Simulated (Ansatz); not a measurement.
# AlH2Cl (built from SMILES [AlH2][Cl]): a barrier at many levels of theory

Aim: the barrier and energy of one elementary step (Cl2–H3 formed, Al1–Cl2 broken, Al1–H3 broken) from LDA up to coupled cluster, on fixed structures, to see where each rung fails.

Method: single points in def2-TZVPP on PBE0-D4/def2-TZVP structures; program: Ansatz 0.2.0, Gaussian basis.

Levels: SPW92, PBE-D4, BLYP-D4, r2SCAN-D4, B97M-V, PBE0-D4, B3LYP-D4, r2SCAN0-D4, BHLYP-D4, CAM-B3LYP-D4, wB97X-V, wB97M-V, B2PLYP, PBE-QIDH, RPA on PBE, Hartree-Fock, MP2, CCSD, CCSD(T). The reference is CCSD(T) at the basis limit, from triple and quadruple zeta. Zero-point energies come from PBE0-D4 vibrations.

Cores are frozen in the correlated methods. B3LYP uses VWN-RPA correlation. B2PLYP carries no dispersion term here.

13 further runs of the same task are left out: 13 set aside as unsound or not needed.

## Step 1: The three structures

Charge 0, multiplicity 1. The folders r, ts and p hold the start, the saddle and the end; their coordinates stand in the first inputs.

| pair | r (Å) | ts (Å) | p (Å) |
| --- | --- | --- | --- |
| Cl2–H3 | 3.151 | 1.558 | 1.282 |
| Al1–Cl2 | 2.097 | 2.574 | 2.882 |
| Al1–H3 | 1.575 | 1.750 | 3.403 |

## Step 2: wB97M-V/def2-TZVPP

The input, r/in.yaml:

```yaml
crystal:
  periodic: [false, false, false]
  atoms:
    - {symbol: Al, position_ang: [-0.044706, 0.105165, 0.112726]}
    - {symbol: Cl, position_ang: [0.539278, -1.268893, -1.360047]}
    - {symbol: H, position_ang: [0.763351, 1.453964, 0.210702]}
    - {symbol: H, position_ang: [-1.257926, -0.290236, 1.036619]}
basis:
  gaussian: {orbitals: def2-TZVPP}
hamiltonian: {xc: {name: wB97M-V}}
```

The input, ts/in.yaml:

```yaml
crystal:
  periodic: [false, false, false]
  atoms:
    - {symbol: Al, position_ang: [-0.343092, 0.536315, 0.687201]}
    - {symbol: Cl, position_ang: [0.845886, -0.658164, -1.257849]}
    - {symbol: H, position_ang: [0.953380, 0.687129, -0.478650]}
    - {symbol: H, position_ang: [-1.456175, -0.565281, 1.049298]}
basis:
  gaussian: {orbitals: def2-TZVPP}
hamiltonian: {xc: {name: wB97M-V}}
```

The input, p/in.yaml:

```yaml
crystal:
  periodic: [false, false, false]
  atoms:
    - {symbol: Al, position_ang: [-0.768962, 0.726924, 1.227981]}
    - {symbol: Cl, position_ang: [0.693726, -0.438043, -0.964740]}
    - {symbol: H, position_ang: [1.570171, 0.459866, -1.229792]}
    - {symbol: H, position_ang: [-1.494935, -0.748748, 0.966552]}
basis:
  gaussian: {orbitals: def2-TZVPP}
hamiltonian: {xc: {name: wB97M-V}}
```

No record of the launch command was kept for these runs.

After this run come: CCSD(T)/def2-TZVPP; MP2/def2-QZVPP; Vibrations of the start structure; Vibrations of the end structure.

**Question.** What will these runs give? Wanted: barrier, CCSD(T)/CBS; reverse barrier, CCSD(T)/CBS; step energy, CCSD(T)/CBS; barrier with zero-point energy; step energy with zero-point energy; imaginary mode at the saddle; largest T1 diagnostic.

As calculated:

| quantity | value |
| --- | --- |
| barrier, CCSD(T)/CBS | 74.9 kcal/mol |
| reverse barrier, CCSD(T)/CBS | 10.5 kcal/mol |
| step energy, CCSD(T)/CBS | +64.5 kcal/mol |
| barrier with zero-point energy | 72.4 kcal/mol |
| step energy with zero-point energy | +63.7 kcal/mol |
| imaginary mode at the saddle | 801i cm⁻¹ |
| largest T1 diagnostic | 0.015 |

In words: The functionals run from r2SCAN0-D4, off by -0.2 kcal/mol, to SPW92, off by -15.1 kcal/mol, against CCSD(T)/CBS. Mean unsigned error by rung: LDA 15.1, GGA 11.6, meta-GGA 3.4, hybrid 3.4, range-separated hybrid 1.3, double hybrid 1.5 kcal/mol. PBE-D4 gives a barrier 12.5 kcal/mol too low, outside chemical accuracy (1 kcal/mol). Every functional without exact exchange puts the barrier too low, the usual mark of self-interaction error, which favours the spread-out density of a saddle. The barrier rises with the share of exact exchange, from BLYP-D4 through B3LYP-D4 to BHLYP-D4 (-10.7, -4.7, +3.8 kcal/mol). Hartree-Fock, with no correlation, is off by +16.1 kcal/mol. Zero-point motion lowers the barrier by 2.5 kcal/mol. The restricted Hartree–Fock reference is unstable towards an unrestricted one at one or more of these structures.
